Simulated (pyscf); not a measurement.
Four-centre exchange: HO–Si:–OH (SMILES O[Si]O) [singlet] + H₂O (SMILES O) → H₂O (SMILES O) + HO–Si:–OH (SMILES O[Si]O) [singlet]

Gas phase, singlet surface, charge 0. Bonds broken: O1–Si2, O6–H7. Bonds formed: O1–H7, Si2–O6. Structures and frequencies: ωB97X-D3(BJ)/def2-SVP in PySCF. Correlated levels are frozen-core, on RHF or UHF. ΔMP2 is the change of the MP2 total energy from the triple- to the quadruple-zeta basis.

Transition state (Å):

```xyz
8

O     -1.7781     0.4583    -0.8919
Si    -0.6601    -1.0874    -0.7815
O     -1.0705    -1.5272     0.7894
H     -2.5184     0.4704    -0.2691
H     -0.9031    -0.8890     1.4944
O      0.3789     0.4456    -0.2352
H     -0.6973     0.8984    -0.4837
H      1.0828     0.7276    -0.8343
```

One imaginary mode, 1030i cm⁻¹; descent along it reached the two sides named, in the forms told below.

| bond | change | reactant side (Å) | saddle | product side |
|---|---|---|---|---|
| O1–Si2 | breaks | 1.714 | 1.911 | 2.280 |
| O6–H7 | breaks | 0.971 | 1.194 | 2.251 |
| O1–H7 | forms | 2.188 | 1.236 | 0.972 |
| Si2–O6 | forms | 2.340 | 1.931 | 1.717 |

Electronic energies relative to the separated reactants (kcal/mol):

| level | barrier | reaction energy | reverse barrier |
|---|---|---|---|
| ωB97X-D3(BJ)/def2-TZVP | 7.9 | 0.0 | 7.9 |
| PBE/def2-TZVP | 5.0 | 0.0 | 5.0 |
| r²SCAN/def2-TZVP | 5.9 | 0.0 | 5.9 |
| B3LYP-D3(BJ)/def2-TZVP | 8.6 | 0.0 | 8.6 |
| PBE0-D3(BJ)/def2-TZVP | 5.9 | 0.0 | 5.9 |
| M06-2X/def2-TZVP | 6.9 | 0.0 | 6.9 |
| ωB97M-D3(BJ)/def2-TZVP | 8.4 | 0.0 | 8.4 |
| HF/def2-TZVP | 23.2 | 0.0 | 23.2 |
| MP2/def2-QZVPP | 9.8 | 0.0 | 9.8 |
| CCSD/def2-TZVPP | 13.2 | 0.0 | 13.2 |
| CCSD(T)/def2-TZVPP | 11.1 | 0.0 | 11.1 |
| CCSD(T)/def2-TZVPP + ΔMP2(QZVPP) | 11.5 | 0.0 | 11.5 |

With CCSD(T)/def2-TZVPP + ΔMP2(QZVPP) energies and thermal terms (ideal gas, 1 atm, RRHO with modes under 100 cm⁻¹ raised to 100, one conformer, R ln 2 for chiral ones without a mode under 150 cm⁻¹), in kcal/mol:

| T (K) | ΔH‡ | ΔG‡ | ΔH | ΔG |
|---|---|---|---|---|
| 298 | 10.1 | 20.8 | 0.0 | 0.0 |
| 600 | 10.3 | 31.7 | 0.0 | 0.0 |
| 900 | 10.9 | 42.3 | 0.0 | 0.0 |
| 1200 | 11.7 | 52.6 | 0.0 | 0.0 |

On the product side the descent ends in a complex, 6.4 kcal/mol under the separated species and 14.3 kcal/mol under the saddle at ωB97X-D3(BJ)/def2-TZVP. One saddle was located; it need not be the lowest between these sides. The CCSD(T) − MP2 part came from Ansatz, without density fitting, on the same reference.
